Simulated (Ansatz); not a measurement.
Process, species as SMILES: [N]=O (N-O) → N atom + O atom
B3LYP-D3(BJ)/def2-TZVP geometries, fixed; electronic energies without zero-point terms.

Basis-set convergence of the atomisation energy at PBE with Ansatz (an electronic-structure program). All functions are spherical. The program fits the integrals of some runs and decomposes those of others, by size. Open shells are unrestricted. No added dispersion term, no relativity. Functions are those of the species that has most. Reference: the value in aug-cc-pV5Z, 172.30 kcal/mol, itself unsure by roughly 0.05 kcal/mol (its mean distance from pcseg-4, aug-pcseg-3, aug-cc-pVQZ). Deviations are taken from unrounded values.

```json
[
 {"basis": "cc-pVDZ", "functions": "28", "atomisation energy (kcal/mol)": "170.29"},
 {"basis": "aug-cc-pVDZ", "functions": "46", "atomisation energy (kcal/mol)": "169.00"},
 {"basis": "def2-SVP", "functions": "28", "atomisation energy (kcal/mol)": "174.82"},
 {"basis": "def2-SVPD", "functions": "43", "atomisation energy (kcal/mol)": "173.57"},
 {"basis": "pcseg-1", "functions": "28", "atomisation energy (kcal/mol)": "168.19"},
 {"basis": "aug-pcseg-1", "functions": "46", "atomisation energy (kcal/mol)": "169.79"},
 {"basis": "6-311G**", "functions": "36", "atomisation energy (kcal/mol)": "169.97"},
 {"basis": "6-311+G**", "functions": "44", "atomisation energy (kcal/mol)": "168.38"},
 {"basis": "cc-pVTZ", "functions": "60", "atomisation energy (kcal/mol)": "171.97"},
 {"basis": "aug-cc-pVTZ", "functions": "92", "atomisation energy (kcal/mol)": "171.24"},
 {"basis": "pcseg-2", "functions": "60", "atomisation energy (kcal/mol)": "171.57"},
 {"basis": "aug-pcseg-2", "functions": "92", "atomisation energy (kcal/mol)": "171.77"},
 {"basis": "def2-TZVPP", "functions": "62", "atomisation energy (kcal/mol)": "171.92"},
 {"basis": "def2-TZVPPD", "functions": "77", "atomisation energy (kcal/mol)": "171.71"},
 {"basis": "cc-pVQZ", "functions": "110", "atomisation energy (kcal/mol)": "172.44"},
 {"basis": "aug-cc-pVQZ", "functions": "160", "atomisation energy (kcal/mol)": "172.26"},
 {"basis": "def2-QZVPP", "functions": "114", "atomisation energy (kcal/mol)": "171.77"},
 {"basis": "def2-QZVPPD", "functions": "129", "atomisation energy (kcal/mol)": "171.91"},
 {"basis": "pcseg-3", "functions": "120", "atomisation energy (kcal/mol)": "172.16"},
 {"basis": "aug-pcseg-3", "functions": "170", "atomisation energy (kcal/mol)": "172.27"},
 {"basis": "cc-pV5Z", "functions": "182", "atomisation energy (kcal/mol)": "172.21"},
 {"basis": "aug-cc-pV5Z", "functions": "254", "atomisation energy (kcal/mol)": "172.30"}
]
```

What the diffuse functions change, pair by pair:
- cc-pVDZ to aug-cc-pVDZ: 18 more functions, deviation -2.01 to -3.30 kcal/mol
- def2-SVP to def2-SVPD: 15 more functions, deviation 2.52 to 1.27 kcal/mol
- pcseg-1 to aug-pcseg-1: 18 more functions, deviation -4.12 to -2.51 kcal/mol
- 6-311G** to 6-311+G**: 8 more functions, deviation -2.33 to -3.92 kcal/mol
- cc-pVTZ to aug-cc-pVTZ: 32 more functions, deviation -0.33 to -1.06 kcal/mol
- pcseg-2 to aug-pcseg-2: 32 more functions, deviation -0.74 to -0.54 kcal/mol
- def2-TZVPP to def2-TZVPPD: 15 more functions, deviation -0.38 to -0.59 kcal/mol
- cc-pVQZ to aug-cc-pVQZ: 50 more functions, deviation 0.14 to -0.04 kcal/mol
- def2-QZVPP to def2-QZVPPD: 15 more functions, deviation -0.53 to -0.39 kcal/mol
- pcseg-3 to aug-pcseg-3: 50 more functions, deviation -0.14 to -0.03 kcal/mol
- cc-pV5Z to aug-cc-pV5Z: 72 more functions, deviation -0.10 to 0.00 kcal/mol

Leaving out the reference's own pair, they bring the value nearer the reference by more than 0.05 kcal/mol in 6 of 10 pairs.
